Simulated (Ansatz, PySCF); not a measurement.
## Smallest direct gap on the k points sampled of zinc-blende AlAs at several levels of theory

No measured value is used here.

Put these levels in order of the smallest direct gap on the k points sampled that they give for zinc-blende AlAs, smallest first: LDA+SOC (Ansatz, an electronic-structure program), PBE (Ansatz), QSGW@PBE (PySCF).

LDA+SOC (1.75 eV), PBE (2.05 eV), QSGW@PBE (3.23 eV)

At these levels the smallest gap is indirect and lower: PBE 1.45, LDA+SOC 1.25, QSGW@PBE 2.45 eV. Computed values are for a static lattice. Levels without +SOC have no spin–orbit coupling; where heavier elements are present it shifts gaps, mostly down, and can invert bands.  A ± on a computed value is a rough bar: the spread of its extrapolation, a floor set from checks against published values, or a statistical error. Values are at the measured cell. Ansatz's density-functional and Hartree–Fock values are scalar-relativistic unless marked +SOC, with PAW data made under PBE.
